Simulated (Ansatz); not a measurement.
Start from `FCC(F)CF` and change one atom or group to get `CCC(F)CF`.

Ansatz, PBE0-D4/def2-TZVP geometries, multiplicity 1. Each molecule was computed in one conformer, which needn't be the lowest.

```csv
property,`FCC(F)CF`
HOMO energy (PBE/def2-TZVPP) / eV,-7.72
HOMO–LUMO gap (ωB97M-V/def2-TZVPP) / eV,14.43
LUMO energy (ωB97M-V/def2-TZVPP) / eV,2.53
HOMO–LUMO gap (PBE0/def2-TZVPP) / eV,10.53
HOMO energy (ωB97M-V/def2-TZVPP) / eV,-11.90
LUMO energy (PBE0/def2-TZVPP) / eV,1.05
```

(1) Give the same properties after the change, and the shifts. (Estimate.)

Results:

(1) Ansatz gave: 
```tsv
property	`CCC(F)CF`	shift
HOMO energy (PBE/def2-TZVPP) / eV	-7.49	0.23
HOMO–LUMO gap (ωB97M-V/def2-TZVPP) / eV	14.13	-0.30
LUMO energy (ωB97M-V/def2-TZVPP) / eV	2.55	0.02
HOMO–LUMO gap (PBE0/def2-TZVPP) / eV	10.31	-0.22
HOMO energy (ωB97M-V/def2-TZVPP) / eV	-11.57	0.33
LUMO energy (PBE0/def2-TZVPP) / eV	1.13	0.08
```

With PBE0 the HOMO rises by 0.31 eV and the LUMO rises by 0.08 eV, so the gap narrows by about 0.23 eV. PBE moves the HOMO by 0.23 eV and ωB97M-V by 0.33 eV. The zero-point energy changes by 93.0 kJ/mol with +9 modes.
